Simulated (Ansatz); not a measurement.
Molecule: NO, net charge 1, singlet state. 
Geometry from a B3LYP-D3(BJ)/def2-TZVP (Ansatz, an electronic-structure program) optimisation:
```
N
O 1 1.0564
```
Charge +1, spin multiplicity 1.

Basis-set convergence of Hartree-Fock and MP2 correlation energies (hartree) with Ansatz. Valence correlation only, unless marked. Spin-orbit coupling is left out. Non-relativistic.

```tsv
basis	functions	E(HF)	E(corr, MP2)
aug-cc-pVDZ	46	-128.93506	-0.34188
aug-cc-pVTZ	92	-128.96788	-0.40772
aug-cc-pVQZ	160	-128.97722	-0.43209
```

Extrapolating the two largest sets (X = 3 and 4) as X^-3: E(corr) = (64·(-0.43209) - 27·(-0.40772))/37 = -0.4499 Eh, an estimate of the basis-set limit. The largest set recovers 96.0 % of it, the smallest 76.0 %.
